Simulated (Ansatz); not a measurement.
System: rutile TiO2. Method: LDA (plane waves, PAW; Ansatz, a program for electronic structure).

Settings: plane-wave cutoff 520 eV, 6×6×8 k mesh (along the axes of the cell as run), perturbation theory, no spin polarisation, scalar-relativistic PAW data made under PBE.

Cell (measured lattice):

```
CELL_PARAMETERS angstrom
      4.59400     0.00000     0.00000
      0.00000     4.59400     0.00000
      0.00000     0.00000     2.95800
ATOMIC_POSITIONS crystal
  Ti 0.00000 0.00000 0.00000
  Ti 0.50000 0.50000 0.50000
  O  0.30526 0.30526 0.00000
  O  0.80526 0.19474 0.50000
  O  0.19474 0.80526 0.50000
  O  0.69474 0.69474 0.00000
```

Problem. Give the computed electronic dielectric constant ε∞ (mean over three axes).

Solution. 
- electronic dielectric constant ε∞ (mean over three axes) = 8.00

Measured, for comparison: high-frequency dielectric constant 6.34 (temperature not stated, not corrected to a static lattice, mean; as tabulated in Skone et al. (2014), arXiv:1501.03184). Computed (rounded) less measured: high-frequency dielectric constant +26 %.

Note: the run finds an imaginary mode (100i cm⁻¹), so the cell is a saddle point at this level; the cell isn't this level's own, so it is under some stress, which shifts stiffness and frequencies.
